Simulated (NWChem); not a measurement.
System: S cation, quartet

The following NWChem deck was run.

```
start job
memory heap 200 mb stack 700 mb global 900 mb
charge 1
geometry units angstroms noautoz
  S      0.000000     0.000000     0.000000
end
basis spherical
  S library def2-tzvp
end
dft
  odft
  mult 4
  xc r2scan0
  iterations 150
  mulliken
end
task dft energy
```

No stability test was run on the SCF state.

Question: Give the results of this calculation. (r2SCAN0/def2-TZVP, spin-unrestricted.) Quantities: energy (Ha); highest occupied level (eV); lowest empty minus highest occupied level, either spin (eV); <S²>.

Answer: 
```json
{
 "energy (Ha)": "-397.70",
 "highest occupied level (eV)": "-19.87",
 "lowest empty minus highest occupied level, either spin (eV)": "6.90",
 "<S²>": "3.75"
}
```
